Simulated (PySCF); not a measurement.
Z-matrix (Å, degrees):
```
S
H 1 1.3534
```
Charge 0, spin multiplicity 2.

### Question
Estimate the total energy, highest occupied spin orbital and dipole moment that r2SCAN-D4/def2-TZVP // r2SCAN-D4/def2-SVP (PySCF) returns for this input.

### Answer

- total energy = -398.7242 Ha
- highest occupied spin orbital = -6.40 eV
- dipole moment = 0.91 D
